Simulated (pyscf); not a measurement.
H₃C–O–SiH₃ → H₂C=O + SiH₄ (elimination; singlet surface; C–H, O–Si broken, H–Si formed). Optimised with ωB97X-D3(BJ)/def2-SVP in PySCF. MP2 and CC: frozen core, UHF for open shells. ΔMP2 is the change of the MP2 total energy from the triple- to the quadruple-zeta basis. Energies in kcal/mol from the reactant's lowest minimum found.

| level | barrier | reaction energy |
|---|---|---|
| PBE/def2-TZVP | 69.9 | +41.5 |
| r²SCAN/def2-TZVP | 74.0 | +45.7 |
| PBE0-D3(BJ)/def2-TZVP | 74.7 | +46.3 |
| M06-2X/def2-TZVP | 79.6 | +48.7 |
| MP2/def2-QZVPP | 80.2 | +47.4 |
| CCSD(T)/def2-TZVPP | 79.2 | +43.6 |
| CCSD(T)/def2-TZVPP + ΔMP2(QZVPP) | 79.2 | +44.8 |

Of the functionals in the table, M06-2X is closest to CCSD(T)/def2-TZVPP + ΔMP2(QZVPP) in the barrier (0.4 kcal/mol apart) and PBE least close (9.3 kcal/mol); that level has limits of its own. H₃C–O–SiH₃ lies 23.7 kcal/mol over its isomer H₃C–SiH₂–OH (electronic energy, ωB97M-D3(BJ)). One saddle was located; it need not be the lowest between these sides. The CCSD(T) − MP2 part came from Ansatz, without density fitting, on the same reference.
